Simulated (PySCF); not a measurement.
# C6H6 (Fulvene): the cost of one run

Programs: PySCF 2.14.0, with density-fitted response routines of our own. Each step states its level of theory. These are calculated values for one molecule in the gas phase, unless marked as measured. Atoms are numbered from 0 throughout.

## 1. The molecule as given

12 atoms, charge 0, multiplicity 1; geometry from: GFN2-xTB. The atoms were then displaced at random by about 0.01 Å, so the start is not that level's minimum.

Bonds of the start (Å): C0–C1 1.35, C1–C2 1.46, C2–C3 1.29, C3–C4 1.47, C4–C5 1.35, C5–C1 1.47, C0–H6 1.10, C0–H7 1.05, C2–H8 1.09, C3–H9 1.11, C4–H10 1.08, C5–H11 1.07.

## 2. Geometry optimisation at PBE0-D3(BJ)/def2-TZVP

Job settings and geometry (Å):

```
{"job": {"xc": "PBE0", "basis": "def2-TZVP", "d3": "d3bj", "grid": 2, "shake": 0.01, "kind": "geom"}, "charge": 0, "multiplicity": 1}
C      1.910800     0.522230    -0.403420
C      0.629560     0.179090    -0.140870
C      0.175850    -1.025260     0.554380
C     -1.112140    -1.004170     0.619800
C     -1.638120     0.193880    -0.040810
C     -0.592050     0.913230    -0.486030
H      2.122880     1.460160    -0.932670
H      2.746390    -0.052490    -0.115490
H      0.865100    -1.762680     0.966610
H     -1.788520    -1.746880     1.082030
H     -2.685830     0.449770    -0.108810
H     -0.594240     1.844830    -1.003740
```

Launch:

```console
$ OMP_NUM_THREADS=2 python probes_run.py task.json out
```

This one command runs all jobs of the session in turn.

**Question.** How long does this first job take on 2 threads of Intel Xeon at 2.50GHz, shared host, and how much memory does it need?

About 7.1 min, with a peak of 1.1 GiB.
